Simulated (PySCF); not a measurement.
# The first ionisation energy along group 13

Calculated with PySCF 2.14 from differences of total energies of unrestricted determinants, without spin-orbit coupling. Values in eV. The last column holds reference values (NIST; (s) semi-empirical, (t) theoretical, else measured). Unmarked ones compare directly (S terms, centres of terms, or small fine structure); those marked * lie between the lowest fine-structure levels and include a spin-orbit shift.

```tsv
element	configurations	UHF	PBE	PBE0	r2SCAN	MP2 (valence)	SCS-MP2 (valence)	reference
B (aug-cc-pV5Z, non-relativistic)	[He] 2s2 2p1 → [He] 2s2	8.043	8.675	8.648	8.772	8.305	8.275	8.297
Al (aug-cc-pV(5+d)Z, non-relativistic)	[Ne] 3s2 3p1 → [Ne] 3s2	5.609	6.080	6.099	6.182	5.865	5.852	5.977
Ga (aug-cc-pV5Z-PP with ECP10MDF, ECP)	[Ar] 3d10 4s2 4p1 → [Ar] 3d10 4s2	5.536	5.940	5.966	6.102	5.779	5.764	5.931
In (aug-cc-pV5Z-PP with ECP28MDF, ECP)	[Kr] 4d10 5s2 5p1 → [Kr] 4d10 5s2	5.220	5.596	5.625	5.724	5.436	5.424	5.603
```

Problem. Which of these methods has the smallest mean absolute error against the measured values here?

Solution. MP2 (valence), with 0.110 eV.

```
           method  elements  mean error (eV)  mean absolute error (eV)  largest error (eV)
              UHF         4           -0.350                     0.350              -0.395
              PBE         4            0.121                     0.124               0.378
             PBE0         4            0.133                     0.133               0.352
           r2SCAN         4            0.243                     0.243               0.476
    MP2 (valence)         4           -0.106                     0.110              -0.167
SCS-MP2 (valence)         4           -0.123                     0.123              -0.180
```

Errors include the incompleteness of the basis and the frozen core.

"Valence" correlates the outer s and p shells and, in groups 3 to 12 and the f block, the outer d or f shell, open or full, or the next shell where the ion has no valence electron left; the wider scheme adds the next inner shell.
